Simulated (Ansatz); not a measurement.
A made-up structure of AlSiNH3 (charge -1), closed shell:

```xyz
6
angstrom
N -0.0261 0.0436 0.0795
Al 0.4003 1.4506 -1.1723
Si -0.5339 0.2834 1.6741
H 0.0667 -0.9074 -0.2571
H 0.7855 0.3485 -2.4183
H 0.5625 2.9453 -0.9484
```

It is relaxed with PBE-D4/def2-SVPD and then PBE0-D4/def2-TZVPD (Ansatz 0.2.0). Atoms count as bonded within 1.22 times the sum of their covalent radii (H–H: 0.88 Å). The end point is not checked to be a true minimum.

**Question.** Does its bonding change? (A judgement: the text doesn't fix the answer.)

**Answer.** By the calculation: Yes. Formed: Al2–Si3; broken: none.

Where it ends: The first stage lowers the energy by 2.08 eV in 10 steps. It ends as AlSiNH₃ ([NH]1[AlH2][Si]1), total charge -1:
```xyz
6
angstrom
N 0.3187 -0.1220 0.1544
Al 0.1249 1.3236 -1.0176
Si -1.1596 0.4076 0.8407
H 0.8882 -0.9106 0.4262
H -0.1384 0.9465 -2.5805
H 1.2214 2.5190 -0.8657
```

Labels in which every atom is bracketed show which atoms are joined, not bond orders.

For scale, one of the runs: PBE0-D4/def2-TZVPD relaxation, 150 basis functions, launched by `ansatz run in.yaml --threads 2 --pin off --events-out ev --progress --plain --max-ram 4352MiB`. The run took about 7 s on 2 CPU threads of an AMD EPYC 9R45 (shared host).
